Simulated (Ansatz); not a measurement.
Saddle point of SiH₅F, closed shell (SiH₄ + HF → SiH₃F ([F][SiH3]) + H₂; bonds formed: Si1–F7, H2–H6; bonds broken: Si1–H2, H6–F7), PBE0-D4/def2-TZVP structure:

```xyz
7
angstrom
Si -0.3265 0.3239 -0.0623
H 0.5919 -0.8942 -0.8035
H -0.8977 0.4770 -1.4383
H -1.4781 -0.0934 0.7626
H 0.3197 1.6247 0.2047
H 0.9267 -0.9415 0.1072
F 0.8639 -0.4964 1.2296
```

Energies are electronic, without zero-point energy. Barriers and step energies count from the start structure reached by relaxing down the imaginary mode; all methods use the PBE0-D4 structures, on which another method's saddle can fall below an end. Ansatz 0.2.0; basis: def2-TZVPP, with def2-QZVPP for the basis limit; cores frozen in the correlated methods. B3LYP uses VWN-RPA correlation. Extrapolation: Hartree–Fock as exp(−7.88 √X), correlation as X^−2.97.

```csv
method,barrier (kJ/mol),step energy (kJ/mol)
SPW92,86.5,-82.4
PBE-D4,115.0,-90.1
BLYP-D4,?,-101.7
r2SCAN-D4,122.6,-104.0
B97M-V,136.7,-103.0
PBE0-D4,133.0,-91.3
B3LYP-D4,140.0,-101.8
r2SCAN0-D4,136.6,-101.7
BHLYP-D4,158.2,-105.2
CAM-B3LYP-D4,139.3,-103.6
wB97X-V,?,-101.6
wB97M-V,136.5,-102.2
B2PLYP,?,-104.4
PBE-QIDH,144.1,-97.9
RPA on PBE,150.2,-101.1
HF,206.4,-110.5
MP2,145.3,-105.3
CCSD,162.0,-99.6
CCSD(T),152.5,-99.4
```

Task: Fill in the withheld barriers. (Judge from chemistry; the value comes from the calculation.)

Result: Computed: BLYP-D4 128.1; wB97X-V 140.1; B2PLYP 144.3 kJ/mol. Each is the energy of the saddle less that of the start structure, by the same method.

For comparison, the barrier by CCSD(T) at an estimated basis limit (MP2 extrapolated from triple and quadruple zeta, plus CCSD(T) − MP2 in triple zeta) is 148.8 kJ/mol.

The T1 diagnostic stays at or below 0.014.

Labels in which every atom is bracketed show which atoms are joined, not bond orders.

For scale, one of the runs: CCSD(T)/def2-TZVPP, 143 basis functions, launched by `ansatz run in.yaml --threads 2 --pin off --events-out ev --progress --plain --max-ram 4352MiB`. The run took 10 s on 2 CPU threads of an Arm Neoverse V1 (shared host), with 0.81 GiB of host memory at its peak.
